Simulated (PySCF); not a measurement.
Isomers of C5H5Cl.

All values: B3LYP/def2-SVPD (PySCF) at PBE0-D3(BJ)/def2-SVP geometries, gas phase, one conformer each. Core orbitals are frozen in the response; Δα² is half the sum of the squared differences of the principal polarisabilities.

**Question.** Rank by polarisability anisotropy Δα, lowest first.
A. `CC1=CC/1=C\Cl`
B. `C=CC#CCCl`
C. `CC1=CC/1=C/Cl`

**Answer.** C (6.41 Å³), A (7.59 Å³), B (11.20 Å³).

**Question.** Rank by dipole moment, highest first.
A. `CC1=CC/1=C/Cl`
B. `CC1=CC/1=C\Cl`
C. `[CH:1]#[C:2]/[CH:3]=[CH:4]\[CH2:5][Cl:6]` with C3–C4–C5–Cl6 -120°
D. `[CH2:1]=[C:2]1[CH:3]=[C:4]1[CH2:5][Cl:6]` with C3–C4–C5–Cl6 0°
E. `C=CC#CCCl`

**Answer.** B (4.49 D), A (3.89 D), E (2.04 D), C (1.84 D), D (0.51 D).

All values together:

```tsv
SMILES	μ (D)	HOMO (eV)	LUMO (eV)	α (Å³)	Δα (Å³)	ΔSCF removal energy (eV)
C=C1C=C1CCl	0.51	-5.93	-0.85	11.22	7.42	–
CC1=CC/1=C/Cl	3.89	-5.61	-0.80	11.06	6.41	7.79
C=CC#CCCl	2.04	-6.95	-1.32	12.24	11.20	–
C#C/C=C\CCl	1.84	-7.11	-1.65	11.64	7.41	–
CC1=CC/1=C\Cl	4.49	-5.62	-0.80	11.27	7.59	–
```

Conformers: `[CH2:1]=[C:2]1[CH:3]=[C:4]1[CH2:5][Cl:6]` with C3–C4–C5–Cl6 0°; `[CH:1]#[C:2]/[CH:3]=[CH:4]\[CH2:5][Cl:6]` with C3–C4–C5–Cl6 -120°.

A dash marks a removal energy that wasn't run or isn't settled.
